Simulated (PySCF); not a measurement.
## How the method changes the constants of CN

State: ²Σ⁺ (doublet), unpaired electrons σ ↑. Set-up: PySCF, no relativity, basis sets C def2-SVPD, N def2-SVPD. De refers to C + N in their high-spin ground configurations, without counterpoise correction. The functionals are run spin-unrestricted. A positive dipole means C(−)N(+).

| Level | Re (Å) | ωe (cm⁻¹) | De (eV) | μ (D) |
| --- | --- | --- | --- | --- |
| ROHF | 1.134 | 2501 | 3.89 | -2.38 |
| ROHF-MP2 | 1.197 | 1869 | 7.70 | n/a |
| ROHF-SCS-MP2 | 1.192 | 1923 | 7.52 | n/a |
| ROHF-CCSD | 1.177 | 2159 | 6.92 | n/a |
| ROHF-CCSD(T) | 1.187 | 2079 | 7.27 | n/a |
| PBE | 1.181 | 2122 | 8.67 | -1.19 |
| r²SCAN | 1.171 | 2178 | 7.77 | -1.52 |
| B3LYP | 1.169 | 2185 | 7.86 | -1.45 |
| PBE0 | 1.166 | 2219 | 7.83 | -1.59 |
| M06 | 1.166 | 2212 | 7.80 | -1.79 |
| HSE06 | 1.166 | 2218 | 7.81 | -1.58 |
| M06-2X | 1.158 | 2292 | 7.76 | -1.91 |

Question: Which functional lies closest to ROHF-CCSD(T) in De, which farthest, and by how much do they differ from it?

Answer: Closest is M06-2X (-2.9 pm in Re, +10.2 % in ωe, +0.49 eV in De against ROHF-CCSD(T) in the same basis), farthest PBE (-0.6 pm in Re, +2.1 % in ωe, +1.40 eV in De). CCSD(T) converges more slowly with the basis than the functionals do and binds too weakly in this one, so the order can change at the basis-set limit.

Question: What does a quarter of exact exchange do here, going from PBE to PBE0?

Answer: PBE0 less PBE: -1.5 pm in Re, +4.6 % in ωe, -0.84 eV in De. Exact exchange removes part of the self-interaction that spreads semilocal densities, and in most molecules shortens and stiffens the bond and lowers De; so it does here.

Question: What does the step from GGA to meta-GGA do here, going from PBE to r²SCAN?

Answer: r²SCAN less PBE: -1.0 pm in Re, +2.6 % in ωe, -0.90 eV in De. 

Correlated steps freeze 2 core orbitals. Correlated levels converge slowly with the basis: in double zeta they bind strong bonds too weakly, by up to about 1 eV, and carry superposition errors of some tenths. The CCSD T1 diagnostic is raised, a sign that a single reference may not be enough here. UHF is strongly spin-contaminated for CN, so the ROHF reference used there is far from stable. The state was picked by a PBE0 search and need not be the measured ground state.
